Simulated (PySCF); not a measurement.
ethanethiol (C2H6S), SMILES CCS. Atoms are numbered in the order given.

```xyz
9

C     -1.4424     0.7545    -0.3609
C     -0.4922    -0.4271    -0.4898
S      1.0222    -0.2517     0.4912
H     -2.3551     0.5787    -0.9380
H     -0.9769     1.6698    -0.7352
H     -1.7153     0.9187     0.6833
H     -0.9577    -1.3403    -0.1117
H     -0.2253    -0.6107    -1.5319
H      1.4828     0.8466    -0.1214
```

Geometry: ωB97X-D3(BJ)/def2-TZVP. One conformer was computed; it need not be the lowest.

The numbers are results of ωB97X-D3(BJ)/def2-TZVP (PySCF), not measurements.

Frequencies are harmonic and unscaled.

Computed vibrational spectrum:
| mode | ν (cm⁻¹) | IR (km/mol) | moving atoms (share of kinetic energy) |
|---|---|---|---|
| 1 | 207 | 14.8 | H 96 % |
| 2 | 258 | 2.3 | H 89 %, C 9 % |
| 3 | 335 | 1.4 | C 45 %, H 30 %, S 25 % |
| 4 | 695 | 2.4 | C 43 %, S 28 %, H 28 % |
| 5 | 747 | 1.6 | H 81 %, C 17 % |
| 6 | 888 | 6.2 | H 94 % |
| 7 | 1006 | 5.2 | H 55 %, C 44 % |
| 8 | 1083 | 0.3 | H 50 %, C 49 % |
| 9 | 1137 | 7.0 | H 67 %, C 31 % |
| 10 | 1291 | 2.3 | H 85 %, C 15 % |
| 11 | 1327 | 16.0 | H 74 %, C 26 % |
| 12 | 1423 | 4.6 | H 79 %, C 21 % |
| 13 | 1488 | 1.9 | H 93 % |
| 14 | 1497 | 10.8 | H 97 % |
| 15 | 1505 | 3.7 | H 96 % |
| 16 | 2747 | 3.4 | H 97 % |
| 17 | 3059 | 24.8 | H 97 % |
| 18 | 3090 | 13.6 | H 95 % |
| 19 | 3125 | 17.2 | H 91 %, C 9 % |
| 20 | 3133 | 13.7 | H 91 %, C 9 % |
| 21 | 3153 | 27.1 | H 90 %, C 10 % |
